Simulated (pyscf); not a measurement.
H₃C–ZnH + methanol (H₃C–OH) -> H₃C–O–Zn–CH₃ + hydrogen (H₂), a four-centre exchange (singlet surface; H–Zn, H–O broken, O–Zn, H–H formed). Single points on ωB97X-D3(BJ)/def2-SVP structures (PySCF, gas phase). Energies in kcal/mol from the separated reactants.

Small-basis levels: PySCF, no dispersion term, spherical d functions. AM1 to PM7: differences of heats of formation from MOPAC, which are fitted to 298 K values and so differ in kind from electronic energies by zero-point and thermal terms. Cost: rough CPU time at the saddle relative to B3LYP/6-31G*+LANL2DZ, from one job on a shared machine.

```
level                    barrier  reaction energy        cost
-----------------------  -------  ---------------  ----------
HF/6-31G*+LANL2DZ           26.0             -6.3         0.1
MP2/6-31G*+LANL2DZ          11.0            -18.5         0.1
B3LYP/3-21G                -13.6            -37.8         0.5
B3LYP/6-31G*+LANL2DZ         7.8            -12.6           1
M06-2X/6-31G*+LANL2DZ        6.4            -12.2           3
B3LYP/6-311+G**+LANL2DZ     10.7             -6.6           1
PBE/def2-SVP                 5.9             -6.9           2
PM3                         38.5             +6.8  under 0.02
PM7                         -0.8            -15.7  under 0.02
ωB97M-D3(BJ)/def2-TZVP      17.6             -3.8           –
```

Against the last row the barrier runs from -31.3 (B3LYP/3-21G) to +20.9 kcal/mol (PM3). At B3LYP/3-21G, PM7 this geometry lies under one side, so the entry may be no barrier of that level: it is a single point on another level's saddle. ωB97M-D3(BJ)/def2-TZVP has limits of its own. On the reactant side the descent ends in an adduct with a O–Zn contact (not fully relaxed), 9.3 kcal/mol under the separated species and 25.3 kcal/mol under the saddle at ωB97X-D3(BJ)/def2-TZVP. What is counted as formed (O–Zn) is already present as a longer contact in the reactant adduct; forming that adduct is a step of its own. At the saddle there is also a short H–Zn contact that neither side keeps. This is the saddle that the search found; another between the same sides may lie lower. In the def2 sets elements up to Kr have no core potential.
